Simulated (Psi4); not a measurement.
**U-wB97X-D/heavy-aug-cc-pVDZ (sweep point 3) run of Si2H3F (SMILES F[Si][SiH3])**

What is the energy change on altering one bond length of Si2H3F at U-wB97X-D/heavy-aug-cc-pVDZ (sweep point 3)? 

The calculation is run with Psi4 1.11.

### Step 1. The system as given

Si2H3F: 6 atoms, total charge 0, spin state triplet. SMILES: `F[Si][SiH3]`. The shape is that of a GFN2-xTB optimisation.

Bond lengths: F1–Si2 1.664 Å, Si2–Si3 2.271 Å, Si3–H4 1.471 Å, Si3–H5 1.463 Å, Si3–H6 1.471 Å. Angles: F1–Si2–Si3 109.4°, Si2–Si3–H4 116.3°, Si2–Si3–H5 100.6°, Si2–Si3–H6 116.1°, H4–Si3–H5 109.3°, H4–Si3–H6 104.9°, H5–Si3–H6 109.4°.

### Step 2. The energy at U-wB97X-D/heavy-aug-cc-pVDZ (sweep point 3)

job.inp

```
memory 1600 mb

molecule mol {
  0 3
  F      0.57750030    -4.28005960     2.37274012
  Si     2.23507357    -2.19280040     0.70373401
  Si    -0.33419807     1.02065998    -0.51547949
  H     -2.45076691     0.34007511    -2.18471237
  H      1.45756466     2.60171824    -1.90688484
  H     -1.48517356     2.51042557     1.53060257
  units bohr
  symmetry c1
}

set globals {
  basis                heavy-aug-cc-pVDZ
  reference            uks
  puream               true
  scf_type             pk
  dft_radial_points    99
  dft_spherical_points 590
  maxiter              150
}

energy_value, wavefunction = energy('wb97x-d', return_wfn=True)
```

Run with:

```
psi4 -i job.inp -o job.out -n 1
```

job.out:

```text
[...]
  Running in c1 symmetry.
[...]
  Nuclear repulsion =  132.965292049810330
[...]
  Multiplicity = 3
[...]
  Nalpha       = 21
  Nbeta        = 19
[...]
    Number of basis functions: 92
[...]
   @UKS iter   1:  -680.47829750656877   -6.15569e-01   4.25997e-03 ADIIS/DIIS
[...]
   @UKS iter   9:  -680.55032202853749   -2.42122e-08   2.65826e-07 DIIS
[...]
   @S^2 Observed:                2.003823889E+00
[...]
    Orbital Energies [Eh]
    ---------------------
    Alpha Occupied:
       1A    -66.347987     2A    -66.307833     3A    -24.830126
       4A     -5.454176     5A     -5.422613     6A     -3.800080
       7A     -3.799241     8A     -3.797943     9A     -3.768724
      10A     -3.765771    11A     -3.765468    12A     -1.287841
      13A     -0.689821    14A     -0.618962    15A     -0.532824
      16A     -0.530897    17A     -0.497576    18A     -0.451810
      19A     -0.448295    20A     -0.342473    21A     -0.266347
    Alpha Virtual:
      22A      0.030415    23A      0.040531    24A      0.058919
      25A      0.067438    26A      0.072230    27A      0.074420
[...]
  @UKS Final Energy:  -680.55032202853749
   => Energetics <=
    Nuclear Repulsion Energy =            132.9652920498103299
    One-Electron Energy =               -1207.9893563522391560
    Two-Electron Energy =                 432.9277139588160708
    DFT Exchange-Correlation Energy =     -38.4524308889553126
    Empirical Dispersion Energy =          -0.0015407959695256
    VV10 Nonlocal Energy =                  0.0000000000000000
    Total Energy =                       -680.5503220285374937
[...]
 Multipole Moments:
 ------------------------------------------------------------------------------------
     Multipole            Electronic (a.u.)      Nuclear  (a.u.)        Total (a.u.)
 ------------------------------------------------------------------------------------
 L = 1.  Multiply by 2.5417464519 to convert [e a0] to [Debye]
 Dipole X            :          2.4345494           -2.2961328            0.1384166
 Dipole Y            :         -5.7431926            6.2376681            0.4944755
 Dipole Z            :          2.7440997           -3.0727639           -0.3286642
 Magnitude           :                                                    0.6096601
[...]
```

It took 26 s on 1 thread of AMD EPYC 9B14 (Zen 4), shared host; peak memory 0.94 GiB.

### Step 3. The distorted shape at the same level

fh3si2.dat

```
memory 1.6 GB

molecule system {
  0 3
  F      1.63576772    -3.93977283     3.20734333
  Si     3.29334099    -1.85251364     1.53833722
  Si     0.72406935     1.36094674     0.31912372
  H     -2.45076691     0.34007511    -2.18471237
  H      2.51583207     2.94200500    -1.07228163
  H     -0.42690614     2.85071233     2.36520578
  units au
  symmetry c1
}

set {
  basis                heavy-aug-cc-pVDZ
  reference            uks
  puream               true
  scf_type             pk
  dft_radial_points    99
  dft_spherical_points 590
  maxiter              150
}

e = energy("wb97x-d")
```

Run with:

```
psi4 -i fh3si2.dat -o fh3si2.out -n 1
```

fh3si2.out:

```text
[...]
  Running in c1 symmetry.
[...]
  Nuclear repulsion =  130.697967912486575
[...]
  Multiplicity = 3
[...]
  Nalpha       = 21
  Nbeta        = 19
[...]
    Number of basis functions: 92
[...]
   @UKS iter   1:  -680.40500108195397   -7.09943e-01   4.30580e-03 DIIS/ADIIS
[...]
   @UKS iter  11:  -680.48528051101016   -3.41847e-07   8.86319e-07 DIIS
[...]
   @S^2 Observed:                2.030626303E+00
[...]
    Orbital Energies [Eh]
    ---------------------
    Alpha Occupied:
       1A    -66.361558     2A    -66.340280     3A    -24.837851
       4A     -5.466677     5A     -5.448347     6A     -3.812452
       7A     -3.811823     8A     -3.810332     9A     -3.794724
      10A     -3.791854    11A     -3.791114    12A     -1.295121
      13A     -0.687897    14A     -0.618324    15A     -0.539186
      16A     -0.537425    17A     -0.498789    18A     -0.457087
      19A     -0.396419    20A     -0.348270    21A     -0.274362
    Alpha Virtual:
      22A     -0.006495    23A      0.035672    24A      0.041404
      25A      0.058640    26A      0.067714    27A      0.072152
[...]
  @UKS Final Energy:  -680.48528051101016
   => Energetics <=
    Nuclear Repulsion Energy =            130.6979679124865754
    One-Electron Energy =               -1203.0192192923984749
    Two-Electron Energy =                 430.1970506524888265
    DFT Exchange-Correlation Energy =     -38.3597941628772148
    Empirical Dispersion Energy =          -0.0012856207099249
    VV10 Nonlocal Energy =                  0.0000000000000000
    Total Energy =                       -680.4852805110102736
[...]
 Multipole Moments:
 ------------------------------------------------------------------------------------
     Multipole            Electronic (a.u.)      Nuclear  (a.u.)        Total (a.u.)
 ------------------------------------------------------------------------------------
 L = 1.  Multiply by 2.5417464519 to convert [e a0] to [Debye]
 Dipole X            :          3.3402106           -2.8072821            0.5329285
 Dipole Y            :         -5.5909631            6.0733076            0.4823445
 Dipole Z            :          3.4485333           -3.4758821           -0.0273487
 Magnitude           :                                                    0.7193170
[...]
```

Wall time 29 s (1 thread of AMD EPYC 9B14 (Zen 4), shared host); peak memory 0.93 GiB.

### Step 4. What came out

Level: U-wB97X-D/heavy-aug-cc-pVDZ (sweep point 3).

| quantity | value |
| --- | --- |
| first shape: total energy | -680.55032 Eh |
| first shape: dipole moment | 1.55 D |
| first shape: HOMO energy (highest over α and β) | -7.25 eV |
| first shape: LUMO energy (lowest over α and β) | -2.52 eV |
| first shape: dispersion energy | -4.05 kJ/mol |
| first shape: ⟨S²⟩ | 2.004 |
| distorted shape: total energy | -680.48528 Eh |
| distorted shape: dipole moment | 1.83 D |
| distorted shape: HOMO energy (highest over α and β) | -7.47 eV |
| distorted shape: LUMO energy (lowest over α and β) | -2.86 eV |
| distorted shape: dispersion energy | -3.38 kJ/mol |
| distorted shape: ⟨S²⟩ | 2.031 |
| energy change with the Si3–H4 bond stretched from 1.471 to 2.207 Å | 1.770 eV |

What this shows: With the Si3–H4 bond stretched from 1.471 to 2.207 Å the energy rises by 1.77 eV (171 kJ/mol). The first shape isn't relaxed at this level, so the change isn't measured from a minimum.
